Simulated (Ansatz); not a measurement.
# Stretch profile

SiH2OF (SMILES [O][SiH2]F), doublet, at its PBE0-D4/def2-TZVP minimum:

| atom | x (Å) | y (Å) | z (Å) |
| --- | --- | --- | --- |
| O1 | -1.2592 | 0.6001 | 0.7573 |
| Si2 | 0.0313 | -0.0267 | -0.0391 |
| F3 | 1.2393 | -0.4652 | 0.8951 |
| H4 | -0.4754 | -1.2381 | -0.7262 |
| H5 | 0.5139 | 1.0560 | -0.9286 |

The bond length Si2–H4 (1.482 Å at the minimum) is set to the values below, the two halves moving rigidly along the bond. Each method's energies count from its own value at the PBE0-D4 minimum structure. 1 of 9 computed points, where the reference changed state or T1 grew large, are left out. Ansatz 0.2.0; basis: def2-TZVPP; cores frozen in the correlated methods; orbitals are unrestricted. B3LYP uses VWN-RPA correlation.

```csv
bond length (Å),CCSD(T) (kJ/mol),PBE0-D4 (kJ/mol),PBE-D4 (kJ/mol),r2SCAN-D4 (kJ/mol),HF (kJ/mol)
1.304,33.3,35.9,40.3,35.8,30.9
1.356,14.6,16.5,19.8,16.5,12.7
1.431,1.6,2.4,3.8,2.4,0.6
1.520,1.8,1.2,0.0,1.1,2.7
1.617,15.1,13.0,8.4,12.5,18.7
1.723,39.5,35.6,26.9,34.5,47.1
1.834,71.1,65.5,51.7,63.4,84.0
1.952,107.5,100.7,81.0,96.7,127.2
```

Minimum and curvature along this coordinate at CCSD(T): A fifth-order fit through the nearest points gives 1.473 Å, with a curvature of about 19 eV/Å².

Problem. Treat the two halves as rigid bodies and work out the harmonic wavenumber of this stretch from that curvature (ν̃ = 521.5 √(k/μ) cm⁻¹ with k in eV/Å² and μ in u).

Solution. The halves weigh 64.09 and 1.01 u, so μ = 64.09 × 1.01/65.10 = 0.994 u and ν̃ = 521.5 √(19/0.994) ≈ 2300 cm⁻¹. A true normal mode mixes in other motions, so this is a guide only.

Largest difference from the CCSD(T) curve over the scan: B3LYP-D4 9.2; wB97M-V 2.2; MP2 11.8 kJ/mol. Each curve counts from its own value at the minimum.

The T1 diagnostic stays at or below 0.026. ⟨S²⟩ of the unrestricted Hartree–Fock references: 0.76 to 0.77 (a pure state has 0.75).

For scale, one of the runs: CCSD(T)/def2-TZVPP, 132 basis functions (an equivalent command: `ansatz run in.yaml --threads 2`). Hardware: 2 CPU threads, shared host. Wall time 58 s; peak host memory 1.5 GiB.
